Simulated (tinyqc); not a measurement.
Inside a calculation. Method: MP2 on RHF in the sto-3g basis, frozen core, for HF, spin multiplicity 1. One step of it, computed by the program tinyqc.

Task: Second-order Moller-Plesset energy. E2 = sum_ijab (ia|jb) [2 (ia|jb) - (ib|ja)] / (e_i + e_j - e_a - e_b) over occupied i, j and virtual a, b; the opposite-spin part is (ia|jb)^2 / denominator, the rest is same-spin, and SCS-MP2 scales them by 6/5 and 1/3.

orbital energies (hartree): MO1 -25.915666, MO2 -1.431378, MO3 -0.531318, MO4 -0.462024, MO5 -0.462024, MO6 0.468059

Two-electron integrals over orbitals (pq|rs), unique and non-zero (hartree); the lowest 1 orbital is frozen and left out:
```
(22|22) 0.863064    (32|22) -0.038092   (32|32) 0.147518    (33|22) 0.723233
(33|32) -0.028232   (33|33) 0.715544    (42|42) 0.185818    (43|42) -0.035124
(43|43) 0.040592    (44|22) 0.887449    (44|32) -0.073853   (44|33) 0.713413
(44|44) 0.997514    (52|52) 0.185818    (53|52) -0.035124   (53|53) 0.040592
(54|54) 0.053770    (55|22) 0.887449    (55|32) -0.073853   (55|33) 0.713413
(55|44) 0.889973    (55|55) 0.997514    (62|22) -0.106836   (62|32) -0.063745
(62|33) -0.027418   (62|44) -0.104830   (62|55) -0.104830   (62|62) 0.093082
(63|22) -0.204741   (63|32) 0.090200    (63|33) -0.106887   (63|44) -0.223357
(63|55) -0.223357   (63|62) 0.046817    (63|63) 0.206729    (64|42) -0.035121
(64|43) -0.019176   (64|64) 0.030189    (65|52) -0.035121   (65|53) -0.019176
(65|65) 0.030189    (66|22) 0.659076    (66|32) 0.057615    (66|33) 0.661891
(66|44) 0.638063    (66|55) 0.638063    (66|62) -0.060690   (66|63) -0.020612
(66|66) 0.695883
```

Hartree-Fock energy = -98.55438833 hartree

Give: Terms; Pair energies; MP2 correlation energy; SCS-MP2 correlation energy; MP2 total energy.

Result:

Terms:
```
i  j  a  b  (ia|jb)  (ib|ja)  denominator       term
3  3  6  6   0.2067   0.2067      -1.9988    -0.0214
2  2  6  6   0.0931   0.0931      -3.7989    -0.0023
2  3  6  6   0.0468   0.0468      -2.8988    -0.0008
3  2  6  6   0.0468   0.0468      -2.8988    -0.0008
4  4  6  6   0.0302   0.0302      -1.8602  -4.90e-04
5  5  6  6   0.0302   0.0302      -1.8602  -4.90e-04
```

Pair energies (hartree; pair i-j sums ij and ji):
```
pair  opposite spin  same spin
2-2         -0.0023     0.0000
3-2         -0.0015     0.0000
3-3         -0.0214     0.0000
4-4       -4.90e-04     0.0000
5-5       -4.90e-04     0.0000
```

MP2 correlation energy = -0.026155 hartree

SCS-MP2 correlation energy = -0.031385 hartree

MP2 total energy = -98.580543 hartree
